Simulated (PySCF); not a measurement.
A geometry optimisation on `C=C=O`.

Method: PBE0-D3(BJ)/def2-SVP geometry optimisation, gas phase (PySCF 2.14.0). Start geometry: GFN2-xTB. A driver script takes a list of jobs; this job's settings line and coordinates (Å) are shown.

Input:
```
{"job": {"xc": "PBE0", "basis": "def2-SVP", "d3": "d3bj", "grid": 1, "kind": "geom"}, "charge": 0, "multiplicity": 1}
C     -0.501155     0.015261     0.150200
C      0.730522    -0.020472    -0.226790
O      1.841199    -0.052777    -0.566428
H     -1.111105    -0.865879     0.135476
H     -0.950838     0.926720     0.490358
```

Output:
```
step   0  E = -152.31255428  max force = 0.032336
step   1  E = -152.31401591  max force = 0.002333
step   2  E = -152.31402030  max force = 0.000307
optimisation converged
```

Energies in Eh; «max force» is the largest Cartesian gradient component in Eh/bohr.

Q: How much energy does the optimisation release, in eV?

A: E(step 0) − E(last step) = 0.001466 Eh, which is 0.040 eV.

Q: Give the first gradient maximum in eV/Å.

A: With 1 Eh/bohr = 51.422 eV/Å, 1.663 eV/Å.

In short: final energy -152.31402 Eh after 2 steps; dipole 1.37 D.

Q: Give the final coordinates.

A: 0.022 Å rms from the input after alignment:
```
atom  x, y, z in Å
C1    -0.5238   -0.0420    0.2152
C2     0.7307   -0.0730   -0.1767
O3     1.8379   -0.0992   -0.5239
H4    -1.1167   -0.9564    0.1912
H5    -0.9558    0.8977    0.5597
```

Q: How long does this job take on an Arm Neoverse V1 with one thread, no GPU, shared host with 32 logical CPUs at a one-minute load of 32? And the peak memory of the process?

A: About 1.9 s, with 0.25 GiB resident at the peak, the Python interpreter and its libraries included.
Labels such as C1 count atoms from 1, the log's own numbers from 0.
